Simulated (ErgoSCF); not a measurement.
# One shape, several levels: AlH2F (SMILES [F][AlH2])

We compute a comparison of 4 runs (HF/def2-SVP, B3LYP/6-31G*, PBE0/def2-SVP, BLYP/cc-pVTZ) of AlH2F. 

The results are computed with ErgoSCF 3.8.

## Step 1: The structure to begin with

AlH2F: 4 atoms, total charge 0, spin state singlet. As SMILES, `[F][AlH2]`. Geometry: a GFN2-xTB relaxation, a rough one for these elements and not checked as a minimum.

Bond lengths: F1–Al2 1.641 Å, Al2–H3 1.528 Å, Al2–H4 1.528 Å. Angles: F1–Al2–H3 119.2°, F1–Al2–H4 119.2°, H3–Al2–H4 121.7°.

## Step 2: The energy at HF/def2-SVP (run 1)

Input file molecule.xyz:

```xyz
4

F     -0.346380    -0.014980     1.565240
Al     0.008310     0.000330    -0.037310
H     -0.387000    -1.197700    -0.898540
H      0.725070     1.212360    -0.629380
```

Input file ergo.in:

```
set_nthreads(1)
molecule "molecule.xyz"
charge = 0
scf.output_mulliken_pop = 1
scf.use_diagonalization = 1
tmpdir = "."
basis = "def2-SVP"
scf.max_number_of_iterations = 120
run "HF"
```

The basis set def2-SVP is read from a file made from the Basis Set Exchange's data (not shown).

Run with:

```sh
$ ergo ergo.in
```

What it wrote:

```text
[...]
INSC SCF_general constructor, number of basis functions: 42
[...]
INSC Energy   1 =       -153.34833437755
[...]
INDE E_LUMO =          0.05529330702
[...]
INSC Energy  16 =       -342.41872597908  ( diff     -0.000000000001819 )
[...]
RESC CONVERGED after  16 iterations.
RESC FINAL ENERGY:       -342.41872597908
[...]
INSC SCF: dipole_moment_x [atomic units] =       0.11538392
INSC SCF: dipole_moment_y [atomic units] =       0.00487707
INSC SCF: dipole_moment_z [atomic units] =      -0.52055350
[...]
```

It took 3.9 s on 1 thread of Arm Neoverse V1, shared host; peak memory 0.26 GiB.

## Step 3: A single-point energy at B3LYP/6-31G(d) (spherical functions) (run 2)

Input file mol.xyz:

```xyz
4
AlFH2
F     -0.346380    -0.014980     1.565240
Al     0.008310     0.000330    -0.037310
H     -0.387000    -1.197700    -0.898540
H      0.725070     1.212360    -0.629380
```

Input file ergo.in:

```
# single point, AlFH2
set_nthreads(1)
XC.angint = 41
scf.max_number_of_iterations = 120
XC.radint = 1e-11
scf.use_diagonalization = 1
XC.sparse_mode = 0
basis = "6-31G*"
scf.output_mulliken_pop = 1
tmpdir = "."
molecule "mol.xyz"
run "B3LYP-G"
```

The basis set 6-31G* is read from a file made from the Basis Set Exchange's data (not shown).

Run with:

```sh
$ ergo ergo.in
```

What it wrote:

```text
[...]
INDF Weighted mixed functional:
[...]
INSC Energy   1 =       -180.06046912568
[...]
INDE E_LUMO =         -0.05071305997
[...]
INSC Energy  15 =       -343.52495521332  ( diff     -0.000000000001819 )
[...]
RESC CONVERGED after  15 iterations.
RESC FINAL ENERGY:       -343.52495521332
[...]
INSC SCF: dipole_moment_x [atomic units] =       0.09261658
INSC SCF: dipole_moment_y [atomic units] =       0.00391522
INSC SCF: dipole_moment_z [atomic units] =      -0.41785595
[...]
```

It took 5.4 s on 1 thread of Arm Neoverse V1, shared host; peak memory 0.26 GiB.

Run 3 isn't shown in full; the table further down has it.

## Step 4: The energy at BLYP/cc-pVTZ (run 4)

mol.xyz is that of step 3.

Input file run.inp:

```
set_nthreads(1)
basis = "cc-pVTZ"
spin_polarization = 0
XC.sparse_mode = 0
scf.use_diagonalization = 1
XC.angint = 41
tmpdir = "."
XC.radint = 1e-11
scf.output_mulliken_pop = 1
scf.max_number_of_iterations = 120
molecule "mol.xyz"
run "BLYP"
```

The basis set cc-pVTZ is read from a file made from the Basis Set Exchange's data (not shown).

Run with:

```sh
$ ergo run.inp
```

What it wrote:

```text
[...]
INDF Weighted mixed functional:
[...]
INSC Energy   1 =        -84.22447788011
[...]
INDE E_LUMO =         -0.07429497025
[...]
INSC Energy  13 =       -343.56702558979  ( diff     -0.000000000023533 )
[...]
RESC CONVERGED after  13 iterations.
RESC FINAL ENERGY:       -343.56702558979
[...]
INSC SCF: dipole_moment_x [atomic units] =       0.09239648
INSC SCF: dipole_moment_y [atomic units] =       0.00391036
INSC SCF: dipole_moment_z [atomic units] =      -0.41689546
[...]
```

Run time: 44 s. Hardware: 1 thread of Arm Neoverse V1, shared host; peak memory 0.27 GiB.

## Step 5: The series

| run | level | integration grid | radint | energy (Eh) | dipole moment (D) | wall time |
| --- | --- | --- | --- | --- | --- | --- |
| 1 | HF/def2-SVP | – | – | -342.418726 | 1.36 | 3.9 s |
| 2 | B3LYP/6-31G* (spherical functions) | Turbo | 1e-11 | -343.524955 | 1.09 | 5.4 s |
| 3 | PBE0/def2-SVP | Turbo | 1e-11 | -343.149175 | 1.14 | 5.4 s |
| 4 | BLYP/cc-pVTZ | Turbo | 1e-11 | -343.567026 | 1.09 | 44 s |

## Step 6: Results

| quantity | value |
| --- | --- |
| run 4: total energy | -343.56703 Eh |
| run 4: dipole moment | 1.09 D |

What this shows: The dipole moment (its size) runs from 1.09 D (BLYP/cc-pVTZ) to 1.36 D (HF/def2-SVP). The two ends differ in method and basis. Totals of different functionals can't be ranked against each other. All runs together took 59 s, the longest 44 s.
